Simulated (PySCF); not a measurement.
## Computed NMR parameters against published values

Numbering as in the mapped SMILES `[CH3:1][NH2:2]`; H(Xn) means a hydrogen on atom n.

Measured values that the calculation should reproduce: δ 1H H(N2) 0.27 ppm (measured; gas or nonpolar solvent (not told per row); T. W. Keal, PhD thesis, Durham 2005).
δ 15N N2 30.3 ppm (measured; solution, H2O; L. Olsson, D. Cremer, J. Phys. Chem. 100 (1996) 16881). Coupling constants: 1J(N2,H(N2)) -64.5 Hz, 1J(C1,H(C1)) 133.0 Hz, 1J(C1,H(C1)) 132.2 Hz, 1J(N2,H(N2)) -65.0 Hz, 1J(C1,N2) -4.5 Hz, 2J(N2,H(C1)) -1.0 Hz, 3J(H(C1),H(N2)) 7.1 Hz.

No relativistic terms, rapidly exchanging positions averaged, one computed conformer, no solvent model. Spin–spin couplings from B3LYP/pcJ-2; shielding tensors at B97-2/pcSseg-2 (GIAO); geometry from PBE0-D3(BJ)/def2-TZVP; PySCF 2.14.

Task: Set the calculated values beside the experiment.

Result: 
Reference values: measured (gas or nonpolar solvent (not told per row); T. W. Keal, PhD thesis, Durham 2005).
| atoms | quantity | reference | computed |
| --- | --- | --- | --- |
| H(N2) | δ 1H vs CH4 | 0.27 | -0.08 |

Reference values: measured (solution, H2O; L. Olsson, D. Cremer, J. Phys. Chem. 100 (1996) 16881).
```json
{"atoms": "N2", "quantity": "δ 15N vs gaseous NH3", "reference": "30.3", "computed": "18.9"}
```

Computed shifts are σ(ref) − σ with the named reference compound (TMS for H and C) calculated as an isolated molecule at the same level. The measured values may be among those fitted. Expected solution values come from regression of measured δ (H and C: mostly CDCl3, vs TMS) on computed σ: 1H: δ = 29.81 − 0.938σ (rms 0.14 ppm, 293 shifts, 0.16 ppm with the 4 outliers that the fit left out); 15N: δ = -149.27 − 0.914σ (rms 6.8 ppm, 34 shifts vs CH3NO2, solution or neat liquid). A few per cent of atoms miss by over 2 rms, more outside the fitted compound classes. Hydrogens on heteroatoms aren't scaled, only referred to computed TMS.

Coupling constants in Hz:
| coupling | reference | computed | source |
| --- | --- | --- | --- |
| 1J(N2,H(N2)) | -64.5 | -66.9 | measured; Jessen and Sauer, arXiv:2312.00705 |
| 1J(C1,H(C1)) | 133.0 | 136.9 | measured; liquid or solution (compiled); San Fabian, Garcia de la Vega, Suardiaz et al., Magn. Reson. Chem. 2013, 51, 775 (SI) |
| 1J(C1,H(C1)) | 132.2 | 136.9 | measured; Int. J. Mol. Sci. 2003, 4, 143 (spin-spin coupling constants in ethane, methanol and methylamine) |
| 1J(N2,H(N2)) | -65.0 | -66.9 | measured; Int. J. Mol. Sci. 2003, 4, 143 (spin-spin coupling constants in ethane, methanol and methylamine) |
| 1J(C1,N2) | -4.5 | -3.4 | measured; Int. J. Mol. Sci. 2003, 4, 143 (spin-spin coupling constants in ethane, methanol and methylamine) |
| 2J(N2,H(C1)) | -1.0 | -1.9 | measured; Int. J. Mol. Sci. 2003, 4, 143 (spin-spin coupling constants in ethane, methanol and methylamine) |
| 3J(H(C1),H(N2)) | 7.1 | 8.2 | measured; Int. J. Mol. Sci. 2003, 4, 143 (spin-spin coupling constants in ethane, methanol and methylamine) |

9 of the 33 published NMR values on file for this molecule are compared. The rest: values from further sources, other calculations.

OH and NH positions are those of a molecule without intermolecular hydrogen bonds; in solution they move with solvent, concentration and temperature, and exchange usually removes their couplings.
